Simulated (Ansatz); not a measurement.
Elastic constant C11 (GPa) of solids drawn from the class of elemental solids other than molecular ones, at two levels: PBE (plane waves, PAW; Ansatz, an electronic-structure program), and PBEsol (Ansatz, PAW).

```csv
solid,PBE,PBEsol,shift (%)
hcp Tc,489,533,+9.0
hcp Hf,180,190,+5.6
fcc Ca,22.4,23.2,+3.6
fcc Au,157,196,+25
fcc Ni,283,326,+15.2
fcc Ag,111,145,+31
bcc Na,8.83,8.99,+1.8
bcc Fe,275,330,+20
fcc Pt,306,357,+16.7
bcc Cs,2.18,2.32,+6.4
```

The shifts run from +1.8 % to +31 %, with a median of +12.1 %.

Over all 10 rows PBEsol is the larger in 10.

Ansatz's runs of these crystals have no spin polarisation, but for fcc Ni, bcc Fe.

Density-functional runs with spin start from parallel moments for fcc Ni, parallel moments for bcc Fe.

Spin–orbit coupling is left out, also for the solids with elements from indium on (hcp Hf, fcc Au, fcc Pt, bcc Cs); its size isn't shown.

Each level is taken at its own relaxed cell. Ansatz's density-functional and Hartree–Fock values are scalar-relativistic unless marked +SOC, with PAW data made under PBE.
